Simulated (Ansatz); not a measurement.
# CH (doublet): from Hartree-Fock to the top rungs, def2-TZVPP

One table from this session's results is given with a row withheld; the runs are named, their logs left out.

The runs use Ansatz 0.2.0, Gaussian basis; def2-TZVPP, core rule «outside noble gas», up to 1 orbitals frozen.

The runs, in order: UHF; ROHF; CCSD(T) on UHF.

## The geometry

The geometry is a PBE0/def2-TZVP stationary point (not a proven minimum) of the parent state, kept for this charge and spin.

2 atoms, charge 0, spin multiplicity 2.

Atoms are counted from 1 here; the program's logs count them from 0.

Bond lengths: C1–H2 1.089 Å.

The first run:

Input file in.yaml:

```yaml
crystal:
  periodic: [false, false, false]
  atoms:
    - {symbol: C, position_ang: [0.000000, 0.000000, 0.000000]}
    - {symbol: H, position_ang: [0.000000, 0.000000, 1.089400]}
basis:
  gaussian: {orbitals: def2-TZVPP}
magnetization: {spin_polarized: true, initial_magnetization: 1}
hamiltonian: {xc: hf}
output: {orbitals: {seedname: orbitals}}
```

Run with:

```sh
> ansatz run in.yaml --threads 1 --pin off --events-out ev --progress --plain --max-ram 2816MiB --backend cpu
```

Among the steps run: UHF; ROHF; CCSD(T) on UHF.

One of the session's tables, all rows but one given; the rest of the session is left out.

It belongs to the step «Misses and costs». 

| method | from UCCSD(T) (meV) |
| --- | --- |
| ROHF | ? |
| UHF | +3371.8 |
| UMP2 | +874.3 |
| UCCSD | +91.1 |
| UCCSD(T) | 0 |

**Question.** Estimate the row for ROHF.

The run gave: from UCCSD(T) (meV): +3590.8. In the column «from UCCSD(T) (meV)» it is the highest.
